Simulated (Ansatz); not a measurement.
Computed with frozen-core CCSD(T)/cc-pVTZ // PBE-D3(BJ)/def2-SVP (Ansatz, a quantum-chemistry and plane-wave program). The geometry is that of the parent before the electron was removed. Warnings of the run: other_roots.

Ansatz 0.2 input:
```yaml
crystal:
  periodic: [false, false, false]
  atoms:
    - { symbol: F, position_ang: [1.219732, -0.511744, 0.036003] }
    - { symbol: B, position_ang: [0.000001, 0.000001, -0.000001] }
    - { symbol: F, position_ang: [-1.05284, -0.800906, -0.031511] }
    - { symbol: F, position_ang: [-0.166893, 1.312647, -0.004493] }
basis:
  gaussian: { orbitals: cc-pVTZ }
correlation:
  method: ccsd_t
total_charge: 1
magnetization:
  spin_polarized: true
  initial_magnetization: 1
```

Output:

```
Functional definition: HF
757 factors; integrals over basis functions are off by at most 1.7e-3 eV
mean field evaluation 1: about -8778.6158 eV, gradient 3.2e1 eV
mean field evaluation 2: about -8778.6155 eV, gradient 3.2e1 eV
mean field evaluation 4: about -8781.5716 eV, gradient 2.2e0 eV
mean field evaluation 8: about -8781.6146 eV, gradient 7.9e-2 eV
mean field evaluation 16: about -8779.6241 eV, gradient 2.3e1 eV
mean field evaluation 32: about -8781.6145 eV, gradient 4.1e-3 eV
mean field evaluation 64: about -8781.7233 eV, gradient 7.4e-4 eV
mean field evaluation 96: about -8782.8604 eV, gradient 3.2e-1 eV
mean field evaluation 128: about -8780.7057 eV, gradient 1.6e-1 eV
mean field evaluation 160: about -8782.0881 eV, gradient 2.0e-2 eV
mean field evaluation 192: about -8780.7059 eV, gradient 5.9e-3 eV
mean field evaluation 224: about -8780.8917 eV, gradient 3.1e0 eV
mean field evaluation 256: about -8780.7059 eV, gradient 2.7e-4 eV
mean field evaluation 288: about -8782.4447 eV, gradient 3.5e-1 eV
mean field evaluation 320: about -8780.7056 eV, gradient 1.0e-1 eV
mean field evaluation 352: about -8782.4451 eV, gradient 3.5e-1 eV
mean field evaluation 384: about -8780.7059 eV, gradient 3.7e-3 eV
mean field evaluation 416: about -8780.4449 eV, gradient 2.8e-1 eV
mean field evaluation 448: about -8780.4524 eV, gradient 3.7e-1 eV
mean field evaluation 480: about -8780.4753 eV, gradient 1.0e0 eV
mean field evaluation 512: about -8780.4037 eV, gradient 2.2e0 eV
mean field evaluation 544: about -8781.4520 eV, gradient 3.2e0 eV
mean field evaluation 576: about -8780.3351 eV, gradient 1.0e0 eV
mean field evaluation 608: about -8780.3840 eV, gradient 9.4e-1 eV
mean field evaluation 640: about -8780.4263 eV, gradient 2.1e-1 eV
mean field evaluation 672: about -8782.0875 eV, gradient 9.7e-2 eV
mean field evaluation 704: about -8780.7059 eV, gradient 2.2e-3 eV
mean field -8782.87120385 eV, -322.7645634974 hartree, gradient 1.4e-6 eV, S^2 0.755771; 18 other end points of the search recorded, 0 dependent functions left out
determinant -8782.87120385 eV, -322.7645634974 hartree, with singles and doubles -8804.53677343 eV, -323.5607584941 hartree
determinant -8782.87119002 eV, -322.7645629894 hartree, with singles and doubles -8804.53475871 eV, -323.5606844546 hartree
determinant -8782.44635728 eV, -322.7489506741 hartree, with singles and doubles -8804.04885076 eV, -323.5428276666 hartree
determinant -8782.08816654 eV, -322.7357874070 hartree, with singles and doubles -8804.65635633 eV, -323.5651530848 hartree
determinant -8781.72331434 eV, -322.7223793362 hartree, with singles and doubles -8804.18085154 eV, -323.5476786060 hartree
determinant -8781.61451722 eV, -322.7183811156 hartree, with singles and doubles -8804.82750253 eV, -323.5714425917 hartree
determinant -8780.70587853 eV, -322.6849892598 hartree, with singles and doubles -8803.75165142 eV, -323.5319057926 hartree
determinant -8780.60867359 eV, -322.6814170443 hartree, with singles and doubles -8803.72620282 eV, -323.5309705738 hartree
determinant -8782.87120385 eV, -322.7645634974 hartree, with singles and doubles -8804.57801893 eV, -323.5622742384 hartree
determinant -8782.87119002 eV, -322.7645629894 hartree, with singles and doubles -8804.57801148 eV, -323.5622739647 hartree
determinant -8782.44635728 eV, -322.7489506741 hartree, with singles and doubles -8804.09190152 eV, -323.5444097531 hartree
determinant -8782.08816654 eV, -322.7357874070 hartree, with singles and doubles -8804.68953574 eV, -323.5663724057 hartree
determinant -8782.87120385 eV, -322.7645634974 hartree, with singles and doubles -8804.79810710 eV, -323.5703623294 hartree
determinant -8782.87119002 eV, -322.7645629894 hartree, with singles and doubles -8804.79810387 eV, -323.5703622108 hartree
determinant -8782.08816654 eV, -322.7357874070 hartree, with singles and doubles -8804.81852335 eV, -323.5711126128 hartree
determinant -8781.61451722 eV, -322.7183811156 hartree, with singles and doubles -8804.82747755 eV, -323.5714416737 hartree
4 core orbitals not correlated
reference -8781.61451722 eV, -322.7183811156 hartree; 12, 11 occupied and 104, 105 virtual orbitals, 757 factors
second order -23.45286999 eV of doubles, -0.00000000 eV of singles
cycle   1  -22.51252804 eV  change    -1.3e0 eV  update   8.0e-2
cycle   2  -23.15976119 eV  change   -6.5e-1 eV  update   3.3e-2
cycle   3  -23.23177226 eV  change   -7.2e-2 eV  update   1.4e-2
cycle   4  -23.20928653 eV  change    2.2e-2 eV  update   4.4e-3
cycle   5  -23.21298532 eV  change   -3.7e-3 eV  update   1.4e-3
cycle   6  -23.21287211 eV  change    1.1e-4 eV  update   4.0e-4
cycle   7  -23.21296248 eV  change   -9.0e-5 eV  update   1.4e-4
cycle   8  -23.21295049 eV  change    1.2e-5 eV  update   4.2e-5
cycle   9  -23.21294583 eV  change    4.7e-6 eV  update   1.3e-5
cycle  10  -23.21295177 eV  change   -5.9e-6 eV  update   4.8e-6
perturbative correction -0.92087775 eV, -0.0338416333 hartree
WARN: these amplitudes may be one of several solutions (largest doubles amplitude 0.05, level shift 6.96 eV)
Total energy: -8805.74834674 eV, -323.6052829922 hartree
```

Cost: very roughly 9 core-minutes.
